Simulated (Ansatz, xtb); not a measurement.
**Relative energy of two isomers of C4H8O2**

Structure a is `CO[C@@H]1O[C@@H]1C`, a singlet and structure b is `CO[C@@H]1O[C@H]1C`, a singlet. Both are isolated molecules in the gas phase, relaxed with PBE-D3(BJ)/def2-SVP; the shapes shown needn't be the lowest conformers.

a (Å):

```xyz
14

C     1.7910   -2.7796   -0.0266
C     0.6842   -0.8153    0.5764
C    -0.6440   -0.2106    0.7611
C    -1.8471   -0.6787   -0.0150
O     0.8309   -1.7959   -0.3803
O    -0.0836   -1.1261    1.7345
H     1.8700   -3.4843   -0.8759
H     1.4831   -3.3395    0.8843
H     2.7943   -2.3274    0.1583
H     1.6180   -0.2461    0.7857
H    -0.6809    0.8404    1.1146
H    -1.6766   -1.6929   -0.4203
H    -2.0512    0.0125   -0.8586
H    -2.7455   -0.6954    0.6351
```

b (Å):

```
atom    x (Å)    y (Å)    z (Å)
   C   1.5030  -1.4247  -0.2780
   C  -0.7792  -0.9812  -0.0964
   C  -1.7745   0.0290   0.2795
   C  -3.2612  -0.2042   0.2181
   O   0.4381  -0.9744   0.5455
   O  -1.0676   0.0974  -0.9832
   H   2.4197  -1.4311   0.3414
   H   1.3214  -2.4579  -0.6589
   H   1.6581  -0.7500  -1.1494
   H  -1.0894  -1.9800  -0.4798
   H  -1.4264   0.7794   1.0175
   H  -3.5092  -1.0136  -0.4960
   H  -3.7856   0.7156  -0.1125
   H  -3.6557  -0.4779   1.2182
```

Quicker runs give these differences E(b) − E(a): GFN2-xTB −1.56 kJ/mol; HF/STO-3G −0.49 kJ/mol (at GFN2-xTB geometries); r2SCAN-D4/def2-SVP +1.68 kJ/mol (at GFN2-xTB geometries).

Q: Which of the two would you expect CCSD(T)/def2-SVP + ΔMP2/def2-TZVPP electronic energies to favour?

A: CCSD(T)/def2-SVP + ΔMP2/def2-TZVPP gives E(b) − E(a) = −0.22 kJ/mol, slightly favouring structure b, which is too small a margin to settle the true order.

The same difference at several levels:

```tsv
level	geometry	E(b) − E(a) (kJ/mol)	departure from the last row (kJ/mol)	job, with rough time for the two
GFN2-xTB	GFN2-xTB	−1.56	−1.34	optimisation, 0.13 s
HF/STO-3G	GFN2-xTB	−0.49	−0.27	single point, 0.4 s
r2SCAN-D4/def2-SVP	GFN2-xTB	+1.68	+1.90	single point, 4.8 s
PBE-D3(BJ)/def2-SVP	PBE-D3(BJ)/def2-SVP	+1.10	+1.32	optimisation, 28 s
HF/def2-SVP	PBE-D3(BJ)/def2-SVP	−0.19	+0.03	part of the CCSD(T) run
MP2/def2-SVP	PBE-D3(BJ)/def2-SVP	+1.25	+1.46	part of the CCSD(T) run
CCSD(T)/def2-SVP	PBE-D3(BJ)/def2-SVP	+1.13	+1.35	single point
CCSD(T)/def2-SVP + ΔMP2/def2-TZVPP	PBE-D3(BJ)/def2-SVP	−0.22		single point, 89 s
```

As drawn, both hold the same kinds of bond in the same numbers.

The largest departure from CCSD(T)/def2-SVP + ΔMP2/def2-TZVPP is that of r2SCAN-D4/def2-SVP, 1.90 kJ/mol. The last row adds to CCSD(T) the change of the MP2 difference between the two basis sets, here −1.35 kJ/mol.

With thermal terms from frequencies at re-optimised GFN2-xTB minima (ideal gas, soft modes damped towards free rotors, one conformer each, 298.15 K, 1 atm): on the last row, ΔE + ΔZPE = −0.43, ΔH = −0.32, ΔG = −0.34 kJ/mol.

The correlated steps freeze 6 core orbitals. Run with Ansatz 0.2.0, xtb 6.7.1; the last row on 2 threads of Arm Neoverse V1 on a shared host.
